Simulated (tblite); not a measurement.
# CH4N2O: the cost of one run

Computed with tblite 0.8.0 and PySCF 2.14.0; each step states its level. No surroundings beyond the atoms listed, unless a continuum is named. Atoms count from 0, parts from 1.

## 1. Starting point

8 atoms, charge 0, multiplicity 1; geometry: rigid parts in contact. Parts: 1 = atoms 0–5, `CO`, charge 0; 2 = atoms 6–7, `N#N`, charge 0.

## 2. Bringing the parts together with GFN2-xTB

The job: settings as JSON, then the geometry in Å.

```
{"job": {"kind": "dock", "xc": "GFN2-xTB", "basis": "xTB"}, "charge": 0, "multiplicity": 1, "parts": [{"atoms": "0-5", "charge": 0, "multiplicity": 1}, {"atoms": "6-7", "charge": 0, "multiplicity": 1}]}
C     -0.361336     0.012720    -0.032706
O      0.941524    -0.475158    -0.238356
H     -1.028869    -0.642666    -0.589007
H     -0.475055     1.035560    -0.407953
H     -0.640387    -0.011031     1.026343
H      1.564122     0.080574     0.241679
N      2.952533     1.069985     1.195379
N      4.023011     0.850358     1.304557
```

With the program's defaults for keys left out, this is: GFN2-xTB search for minima from random contacts, gas phase.

The run is started by

```bash
OMP_NUM_THREADS=1 python cluster_run.py task.json out
```

This one command runs all jobs of the session in turn.

Q: Estimate the wall time of this first job on 1 thread of AMD EPYC 9R45, shared host.

About 1.4 s.
